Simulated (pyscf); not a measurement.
Optimised with ωB97X-D3(BJ)/def2-SVP in PySCF.

Q: Estimate by transition-state theory the rate constant of `[F][SbH][F]` + `[F][SiH3]` → `[F][Sb]([F])[F]` + `[SiH4]` (singlet surface; H–Sb, F–Si broken, F–Sb, H–Si formed) at 600 K, with ωB97M-D3(BJ)/def2-TZVP energies (ideal gas, 1 atm, RRHO with modes under 100 cm⁻¹ raised to 100, one conformer, R ln 2 for chiral ones without a mode under 150 cm⁻¹; no tunnelling).

A: The electronic barrier is 30.5 kcal/mol and the thermal terms add +23.2, so ΔG‡ = 53.7 kcal/mol. With k_BT/h = 1.25e+13 s⁻¹ and RT = 1.192 kcal/mol, and a volume of 8.18e-20 cm³ per molecule at 1 atm, k = 2.7e-26 cm³ molecule⁻¹ s⁻¹. Wigner's tunnelling factor for 211i cm⁻¹ would be 1.01. A shift of 1 kcal/mol in the barrier changes k by a factor 2.3. On the reactant side the descent ends in a complex, 6.8 kcal/mol under the separated species and 33.8 kcal/mol under the saddle at ωB97X-D3(BJ)/def2-TZVP. At ωB97X-D3(BJ) the barrier from the zero used here is 27.0 kcal/mol. This is the saddle that the search found; another between the same sides may lie lower. Elements past Kr carry the def2 core potentials, without spin-orbit coupling.
